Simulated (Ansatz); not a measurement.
Elastic constant C12 (GPa) of solids drawn from the class of elemental solids other than molecular ones, at two levels: LDA (plane waves, PAW; Ansatz, an electronic-structure program), and PBEsol in Ansatz (PAW).

```json
[
 {"solid": "fcc Au", "LDA": "184", "PBEsol": "164"},
 {"solid": "hcp Ru", "LDA": "217", "PBEsol": "?"},
 {"solid": "hcp Sc", "LDA": "40.6", "PBEsol": "38.9"},
 {"solid": "bcc Fe", "LDA": "197", "PBEsol": "177"},
 {"solid": "hcp Y", "LDA": "24.9", "PBEsol": "?"},
 {"solid": "hcp Zr", "LDA": "75.5", "PBEsol": "68.9"},
 {"solid": "white tin (β-Sn)", "LDA": "64.8", "PBEsol": "64.2"},
 {"solid": "hcp Hf", "LDA": "80.7", "PBEsol": "73.1"},
 {"solid": "hcp Ti", "LDA": "98.6", "PBEsol": "89.4"},
 {"solid": "hcp Re", "LDA": "295", "PBEsol": "285"}
]
```

Estimate the withheld PBEsol values from the other rows.

One way: carry over the typical ratio. The ratios PBEsol / LDA of the other rows, in order: 0.891, 0.898, 0.906, 0.907, 0.913, 0.958, 0.966, 0.991; median 0.9100. hcp Ru: 217 × 0.9100 = 197 GPa; the run gives 203 GPa. hcp Y: 24.9 × 0.9100 = 22.7 GPa; the run gives 24.6 GPa. The ratios spread from 0.891 to 0.991, so such an estimate is rough.

Over all 10 rows PBEsol is the larger in 0.

Ansatz's runs of these crystals have no spin polarisation, but for bcc Fe.

Density-functional runs with spin start from parallel moments for bcc Fe.

Spin–orbit coupling is left out, also for the solids with elements from indium on (fcc Au, white tin (β-Sn), hcp Hf, hcp Re); its size isn't shown.

Each level is taken at its own relaxed cell. Ansatz's density-functional and Hartree–Fock values are scalar-relativistic unless marked +SOC, with PAW data made under PBE.
